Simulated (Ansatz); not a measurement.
**Basis or method: atomization of B–AlH2**

B–AlH2, triplet; coordinates (Å): B 0.000 0.000 1.551; Al 0.000 0.000 -0.528; H 0.000 -1.411 -1.249; H 0.000 1.411 -1.249. Quantity: atomization.

Ansatz 0.2.0, basis 6-31G or cc-pVDZ or cc-pVTZ; geometries are PBE0/def2-TZVP minima. Wave-function levels freeze the cores; HF, MP2 and coupled cluster are restricted for singlets and unrestricted otherwise, atoms included (their steps beyond CCSDT(Q) come from restricted open-shell runs), Kohn–Sham unrestricted where that lies lower. The reference is CCSDT(Q) or CCSDTQ or full CI (coupled cluster only where its series has nearly closed). Semilocal and hybrid functionals correlate all electrons outside any core potential and usually lie nearer their basis limit than the reference, so part of their error here is the reference's basis and frozen-core error; RPA and the MP2 part of double hybrids freeze the same cores as the reference. None of these values is a measured one. Energies are electronic, without zero-point terms. No spin–orbit coupling and no scalar relativity. The species are chosen: bound, without strong static correlation by their natural occupations or amplitudes, in their lowest spin state as far as vertical gaps and like structures tell, and with a ladder that closes on the reference, so errors are smaller than for species at large; levels whose determinant breaks symmetry or spin markedly are left out.

```json
{"level": "reference", "6-31G (kJ/mol)": "578.3 (full CI)", "cc-pVDZ (kJ/mol)": "671.8 (CCSDTQ)", "cc-pVTZ (kJ/mol)": "719.2 (CCSDT(Q))"}
{"level": "CCSD(T)", "6-31G (kJ/mol)": "575.8", "cc-pVDZ (kJ/mol)": "669.8", "cc-pVTZ (kJ/mol)": "717.4"}
{"level": "CCSDT", "6-31G (kJ/mol)": "577.9", "cc-pVDZ (kJ/mol)": "671.2", "cc-pVTZ (kJ/mol)": "718.7"}
{"level": "PBE", "6-31G (kJ/mol)": "717.9", "cc-pVDZ (kJ/mol)": "731.8", "cc-pVTZ (kJ/mol)": "743.7"}
{"level": "PBE0", "6-31G (kJ/mol)": "706.1", "cc-pVDZ (kJ/mol)": "729.1", "cc-pVTZ (kJ/mol)": "741.9"}
{"level": "B3LYP", "6-31G (kJ/mol)": "698.2", "cc-pVDZ (kJ/mol)": "721.8", "cc-pVTZ (kJ/mol)": "736.6"}
{"level": "B2PLYP", "6-31G (kJ/mol)": "657.4", "cc-pVDZ (kJ/mol)": "704.5", "cc-pVTZ (kJ/mol)": "728.1"}
{"level": "RPA-PBE", "6-31G (kJ/mol)": "531.2", "cc-pVDZ (kJ/mol)": "635.9", "cc-pVTZ (kJ/mol)": "675.3"}
```

From 6-31G to cc-pVTZ the reference moves by 140.9 kJ/mol and PBE by 25.8; the step from CCSD(T) to the reference is 2.4 in the first and 1.8 in the last.
